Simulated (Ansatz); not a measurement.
fcc Au, treated with LC-ωPBE (PAW; Ansatz, a quantum-chemistry and plane-wave program).

Run with plane-wave cutoff 460 eV, 14×14×14 k mesh, Fermi–Dirac smearing 0.05 eV, scalar-relativistic PAW data made under PBE.

Cell (relaxed at this level):

```
Au
1.0
    0.00000     2.04440     2.04440
    2.04440     0.00000     2.04440
    2.04440     2.04440     0.00000
Au
1
Cartesian
  0.00000   0.00000   0.00000
```

Q: Estimate the bulk modulus B0 and pressure derivative B′ of the bulk modulus that the calculation returns.

A: 
bulk modulus B0: 175 GPa
pressure derivative B′ of the bulk modulus: 5.7

Measured, for comparison: bulk modulus 182 GPa (0 K value with the zero-point phonon effect removed, our sources range from 175 to 182; as tabulated in Mejia-Rodriguez and Trickey (2018), arXiv:1807.09216). Computed (rounded) less measured: bulk modulus -4 % (inside the range of the sources held).

Spin–orbit coupling is not included; it can shift volumes and moduli of such heavy elements.
